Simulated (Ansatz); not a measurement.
**C2HF (fluoroacetylene): levels of theory compared**

Aim: a comparison of 6 runs (B2PLYP/STO-3G, B3LYP/STO-3G, BHLYP/STO-3G, CAM-B3LYP/STO-3G, MP2/STO-3G, CCSDT(Q)/STO-3G) of C2HF (fluoroacetylene). 

Program for the calculation: Ansatz 0.2.0.

49 further runs of the same task are left out: 5 that didn't finish, 44 set aside as unsound or not needed.

**1. Starting point**

The species is C2HF (4 atoms), meant as a singlet with charge 0. SMILES: `C#CF`. The H4–C1 distance was set to 2.126 Å, away from the relaxed value. At this shape a bond of the SMILES string is far longer than usual.

Bond lengths: C1–C2 1.192 Å, C2–F3 1.270 Å. Angles: C1–C2–F3 180.0°.

**2. A single-point energy at B2PLYP/STO-3G (run 1)**

Contents of in.yaml:

```yaml
crystal:
  periodic: [false, false, false]
  atoms:
    - {symbol: C, position_ang: [0.230751, -0.290496, 0.185434]}
    - {symbol: C, position_ang: [0.895051, -1.124446, 0.719464]}
    - {symbol: F, position_ang: [1.602381, -2.012616, 1.287954]}
    - {symbol: H, position_ang: [-0.952830, 1.196740, -0.765890]}
basis:
  gaussian:
    orbitals: STO-3G
magnetization:
  spin_polarized: false
hamiltonian:
  xc: {name: B2PLYP}
correlation:
  frozen_orbitals: {C: 1, F: 1, H: 0}
accuracy: high
```

Command:

```
$ ansatz run in.yaml --threads 1 --pin off --max-ram 3480MiB --events-out events.jsonl --progress --plain --runs-dir runs
```

The program printed:

```text
Warning: RAYON_NUM_THREADS=1 ignored (pool sized by the plan → 1); use --threads N
Functional definition: B2PLYP
  name "B2PLYP"
  parameter a = 0.53
  parameter c = 0.27
  exchange = (1 - a)*b88_x + a*exact_x
  correlation = (1 - c)*lyp_c + c*(mp2_os + mp2_ss)
270 factors; integrals over basis functions are off by at most 4.2e-8 eV
mean field evaluation 1: about -4721.4102 eV, gradient 2.6e1 eV
mean field evaluation 2: about -4721.3831 eV, gradient 2.6e1 eV
mean field evaluation 4: about -4724.1080 eV, gradient 1.6e0 eV
mean field evaluation 8: about -4724.1195 eV, gradient 6.6e-2 eV
mean field evaluation 16: about -4724.1195 eV, gradient 3.4e-7 eV
mean field -4724.11954011 eV, -173.6081909759 hartree, gradient 2.5e-8 eV, S^2 0.000000; 0 other end points of the search recorded, 0 dependent functions left out; unrestricted orbitals would lower it
3 core orbitals not correlated: weight in the atoms' cores, before any rotation towards them, 1.000 or more for the frozen orbitals, at most 0.000 for the correlated occupied ones
reference -4724.11955433 eV, -173.6081914985 hartree; 8, 8 occupied and 5, 5 virtual orbitals, 270 factors
second order -8.16277294 eV of doubles, -0.00000000 eV of singles
Total energy: -4726.32350303 eV, -173.6891851191 hartree
```

It took 1.1 s on 1 thread of Intel Xeon Platinum 8259CL at 2.50GHz (Skylake/Cascade Lake), shared host; peak memory 0.1 GiB.

**3. A single-point energy at B3LYP/STO-3G (run 2)**

Contents of input.yaml:

```yaml
crystal:
  periodic: [false, false, false]
  atoms:
    - symbol: C
      position_ang: [0.230751, -0.290496, 0.185434]
    - symbol: C
      position_ang: [0.895051, -1.124446, 0.719464]
    - symbol: F
      position_ang: [1.602381, -2.012616, 1.287954]
    - symbol: H
      position_ang: [-0.952830, 1.196740, -0.765890]
basis:
  gaussian: {orbitals: STO-3G}
hamiltonian: {xc: {name: B3LYP}}
accuracy: high
```

Command:

```
$ ansatz run input.yaml --threads 1 --pin off --max-ram 3480MiB --events-out events.jsonl --progress --plain --runs-dir runs
```

The program printed:

```text
Warning: RAYON_NUM_THREADS=1 ignored (pool sized by the plan → 1); use --threads N
Functional definition: B3LYP
  name "B3LYP"
  parameter a0 = 0.2
  parameter ax = 0.72
  parameter ac = 0.81
  exchange = (1 - a0 - ax)*slater_x + ax*b88_x + a0*exact_x
  correlation = (1 - ac)*vwn_rpa_c + ac*lyp_c
270 factors; integrals over basis functions are off by at most 4.2e-8 eV
mean field evaluation 1: about -4728.7972 eV, gradient 3.1e1 eV
mean field evaluation 2: about -4708.9113 eV, gradient 7.5e1 eV
mean field evaluation 4: about -4732.0544 eV, gradient 6.6e0 eV
mean field evaluation 8: about -4732.1695 eV, gradient 2.3e-1 eV
mean field evaluation 16: about -4732.1697 eV, gradient 3.5e-7 eV
mean field -4732.16968597 eV, -173.9040283794 hartree, gradient 1.4e-8 eV, S^2 0.000000; 0 other end points of the search recorded, 0 dependent functions left out
reference -4732.16970797 eV, -173.9040291880 hartree; 11, 11 occupied and 5, 5 virtual orbitals, 270 factors
Total energy: -4732.16970797 eV, -173.9040291880 hartree
```

Wall time 0.85 s (1 thread of Intel Xeon Platinum 8259CL at 2.50GHz (Skylake/Cascade Lake), shared host).

Runs 3 to 5 aren't shown in full; the table further down has their settings and results.

**4. The energy at CCSDT(Q)/STO-3G (run 6)**

Contents of run.yaml:

```yaml
crystal:
  periodic: [false, false, false]
  atoms:
    - symbol: C
      position_ang: [0.230751, -0.290496, 0.185434]
    - symbol: C
      position_ang: [0.895051, -1.124446, 0.719464]
    - symbol: F
      position_ang: [1.602381, -2.012616, 1.287954]
    - symbol: H
      position_ang: [-0.952830, 1.196740, -0.765890]
basis:
  gaussian:
    orbitals: STO-3G
correlation:
  method: ccsdt_q
  frozen_orbitals: {C: 1, F: 1, H: 0}
accuracy: high
scf:
  omitted_lower_state_checks: [cluster_reference, increment]
```

Command:

```
$ ansatz run run.yaml --threads 1 --pin off --max-ram 3480MiB --events-out events.jsonl --progress --plain --runs-dir runs
```

The program printed:

```text
Warning: RAYON_NUM_THREADS=1 ignored (pool sized by the plan → 1); use --threads N
Functional definition: HF
  name "HF"
  exchange = exact_x
  correlation = 0
these checks for a lower state are left out or cut short: cluster_reference, increment
270 factors; integrals over basis functions are off by at most 4.2e-8 eV
mean field evaluation 1: about -4705.4587 eV, gradient 2.3e1 eV
mean field evaluation 2: about -4705.4982 eV, gradient 2.3e1 eV
mean field evaluation 4: about -4707.9419 eV, gradient 2.5e0 eV
mean field evaluation 8: about -4707.9723 eV, gradient 3.3e-2 eV
mean field -4707.97233138 eV, -173.0147919998 hartree, gradient 8.3e-8 eV, S^2 0.000000; 0 other end points of the search recorded, 0 dependent functions left out; unrestricted orbitals would lower it
3 core orbitals not correlated: weight in the atoms' cores, before any rotation towards them, 1.000 or more for the frozen orbitals, at most 0.000 for the correlated occupied ones
reference -4707.97233138 eV, -173.0147919998 hartree; 8, 8 occupied and 5, 5 virtual orbitals, 270 factors
second order -5.86144638 eV of doubles, -0.00000000 eV of singles
cycle   1  -5.91611997 eV  change    -1.2e0 eV  update   1.3e-1
cycle   2  -6.58284875 eV  change   -6.7e-1 eV  update   8.9e-2
cycle   3  -6.95554014 eV  change   -3.7e-1 eV  update   6.0e-2
cycle   4  -7.62899483 eV  change   -6.7e-1 eV  update   4.1e-2
cycle   5  -7.65736820 eV  change   -2.8e-2 eV  update   1.3e-2
cycle   6  -7.65570231 eV  change    1.7e-3 eV  update   7.0e-3
cycle   7  -7.68457152 eV  change   -2.9e-2 eV  update   3.6e-3
cycle   8  -7.71086986 eV  change   -2.6e-2 eV  update   1.6e-3
cycle   9  -7.70248768 eV  change    8.4e-3 eV  update   8.8e-4
cycle  10  -7.70017756 eV  change    2.3e-3 eV  update   2.6e-4
cycle  11  -7.70065738 eV  change   -4.8e-4 eV  update   1.1e-4
cycle  12  -7.70099328 eV  change   -3.4e-4 eV  update   5.2e-5
cycle  13  -7.70098209 eV  change    1.1e-5 eV  update   1.7e-5
cycle  14  -7.70094966 eV  change    3.2e-5 eV  update   1.0e-5
cycle  15  -7.70094898 eV  change    6.8e-7 eV  update   4.8e-6
cycle  16  -7.70094462 eV  change    4.4e-6 eV  update   2.0e-6
cycle  17  -7.70094761 eV  change   -3.0e-6 eV  update   1.1e-6
cycle  18  -7.70094915 eV  change   -1.5e-6 eV  update   6.8e-7
cycle  19  -7.70095139 eV  change   -2.2e-6 eV  update   5.1e-7
cycle  20  -7.70095039 eV  change    1.0e-6 eV  update   3.6e-7
cycle  21  -7.70094888 eV  change    1.5e-6 eV  update   2.6e-7
cycle  22  -7.70094949 eV  change   -6.1e-7 eV  update   1.4e-7
cycle  23  -7.70094977 eV  change   -2.8e-7 eV  update   8.6e-8
cycle  24  -7.70094987 eV  change   -9.8e-8 eV  update   4.9e-8
cycle  25  -7.70094829 eV  change    1.6e-6 eV  update   2.3e-7
cycle  26  -7.70094689 eV  change    1.4e-6 eV  update   1.3e-7
cycle  27  -7.70094660 eV  change    2.9e-7 eV  update   4.0e-8
cycle  28  -7.70094657 eV  change    3.2e-8 eV  update   1.7e-8
cycle  29  -7.70094662 eV  change   -5.2e-8 eV  update   1.0e-8
cycle  30  -7.70094666 eV  change   -4.4e-8 eV  update   5.6e-9
cycle  31  -7.70094666 eV  change    5.3e-9 eV  update   2.6e-9
cycle  32  -7.70094666 eV  change    1.5e-9 eV  update   1.3e-9
perturbative correction -0.04008211 eV, -0.0014729905 hartree
WARN: these amplitudes may be one of several solutions (largest doubles amplitude 0.48, level shift 4.88 eV)
Total energy: -4715.71336014 eV, -173.2992695600 hartree
Checks for a lower state left out: cluster_reference, increment
```

It took 0.61 s on 1 thread of Intel Xeon Platinum 8259CL at 2.50GHz (Skylake/Cascade Lake), shared host.

**5. The series**

```csv
run,level,frozen core orbitals,energy (Eh),wall time
1,B2PLYP/STO-3G,3,-173.689185,1.1 s
2,B3LYP/STO-3G,–,-173.904029,0.85 s
3,BHLYP/STO-3G,–,-173.815669,0.79 s
4,CAM-B3LYP/STO-3G,–,-173.813443,0.97 s
5,MP2/STO-3G,3,-173.230196,0.16 s
6,CCSDT(Q)/STO-3G,3,-173.299270,0.61 s
```

**6. Results**

| quantity | value |
| --- | --- |
| run 6: total energy | -173.29927 Eh |
| run 6: correlation energy (3 core orbitals frozen) | -284.5 mEh |
| run 6: T1 diagnostic | 0.023 |

**Reading.** Totals of different functionals can't be ranked against each other. In runs 1, 5, 6 the log says that unrestricted orbitals would lower the reference, so the values rest on an unstable closed-shell determinant (other closed-shell runs at this shape may share the fault). In runs 1, 2, 3, 4, 5, 6 the basis is minimal, so the values are rough. In runs 1, 2, 3, 4, 5 a closed-shell determinant meets a far-stretched bond, which it describes badly. All runs together took 4.5 s, the longest 1.1 s.
